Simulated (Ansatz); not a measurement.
**B$_{2}$H: how the atomization moves with the basis**

B2H, quartet; coordinates (Å): B 0.000 0.000 0.114; B 0.000 0.000 -1.406; H 0.000 0.000 1.292. Quantity: atomization.

Ansatz 0.2.0, basis 6-31G or cc-pVDZ or cc-pVTZ; geometries are PBE0/def2-TZVP minima. Wave-function levels freeze the cores; HF, MP2 and coupled cluster are restricted for singlets and unrestricted otherwise, atoms included (their steps beyond CCSDT(Q) come from restricted open-shell runs), Kohn–Sham unrestricted where that lies lower. The reference is CCSDT(Q) or full CI (coupled cluster only where its series has nearly closed). Semilocal and hybrid functionals correlate all electrons outside any core potential and usually lie nearer their basis limit than the reference, so part of their error here is the reference's basis and frozen-core error; RPA and the MP2 part of double hybrids freeze the same cores as the reference. None of these values is a measured one. Energies are electronic, without zero-point terms. No spin–orbit coupling and no scalar relativity. The species are chosen: bound, without strong static correlation by their natural occupations or amplitudes, in their lowest spin state as far as vertical gaps and like structures tell, and with a ladder that closes on the reference, so errors are smaller than for species at large; levels whose determinant breaks symmetry or spin markedly are left out.

```csv
level,6-31G (kJ/mol),cc-pVDZ (kJ/mol),cc-pVTZ (kJ/mol)
reference,639.9 (full CI),656.9 (full CI),701.7 (CCSDT(Q))
MP2,681.9,698.4,737.0
CCSD,635.3,649.0,691.0
CCSD(T),638.6,655.4,700.2
PBE,790.5,772.2,786.5
PBE0,775.8,762.5,776.4
wB97M-V,744.6,730.9,741.2
RPA-PBE,565.5,600.4,646.2
```

From 6-31G to cc-pVTZ the reference moves by 61.8 kJ/mol and PBE by -4.0 (over all sets PBE spans 18.3); the step from CCSD(T) to the reference is 1.3 in the first and 1.5 in the last.
